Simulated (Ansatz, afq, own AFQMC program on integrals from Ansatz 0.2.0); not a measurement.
# CH$_{3}$Si, doublet: AFQMC among the cluster methods

```xyz
5

Si    0.0000    0.0000    0.4916
C     0.0000    0.0000   -1.1766
H     0.0000    1.2470    1.2863
H     0.0000   -1.2470    1.2863
H     0.0000    0.0000   -2.2494
```

Connectivity, by distances: SiH2–CH.

Basis cc-pVDZ. Noble-gas cores (and the filled d shells of Ga–Kr and In–Xe) are frozen. Ansatz 0.2.0 and our own AFQMC program on the same integrals; the CISD trial comes from CCSD amplitudes, and released means the phaseless constraint is let go. Uncertainties: one standard error, sampling alone.

Determinant: ROHF, the one that the program's search chose, which needn't be the lowest solution. The geometry is a PBE0/def2-TZVP stationary point of this or a neighbouring charge and spin state.

No full CI on the walks' own integrals is used here; CCSDT(Q) serves as the reference and is uncertain by about the last step of the cluster series.

Cautions: higher spins were not checked; a spin-contaminated unrestricted determinant lies lower (UHF 359 meV lower, ⟨S²⟩ 1.16).

- T1 diagnostic: 0.0269
- weight of the determinant in the CISD state: 0.857
- size of the correlated space: 11 electrons in 41 orbitals

```
  level  correlation energy (eV)
    MP2                  -5.7813
   CCSD                  -6.7772
CCSD(T)                  -7.0177
```

Q: Estimate where phaseless AFQMC with a CISD trial lies against CCSD(T) on the same integrals.

A: 1.11 ± 0.39 kcal/mol below CCSD(T).

Reference: CCSDT(Q), correlation energy -7.073 eV. The released energy is read at 2.40 1/Eh (meV from the phaseless value at times in 1/Eh: -1 ± 17 at 0.24, 1 ± 14 at 0.51, -3 ± 14 at 0.99, -11 ± 14 at 1.62, 2 ± 19 at 2.40).

```
         level  E − E(reference) (kcal/mol)  share of correlation (%)
       CCSD(T)                         1.27                     99.22
         CCSDT                         0.40                     99.75
   ph-AFQMC/HF                  1.14 ± 1.31                     99.30
 ph-AFQMC/CISD                  0.16 ± 0.39                     99.90
released AFQMC                  0.20 ± 0.45                     99.88
```

A walk keeps the symmetry of its determinant, which the program's search chose and which needn't be the lowest solution, so a lower state of the same spin and another symmetry isn't excluded. Released energies are given only where the last usable release times agree within the noise; a slower fall can still hide under it.
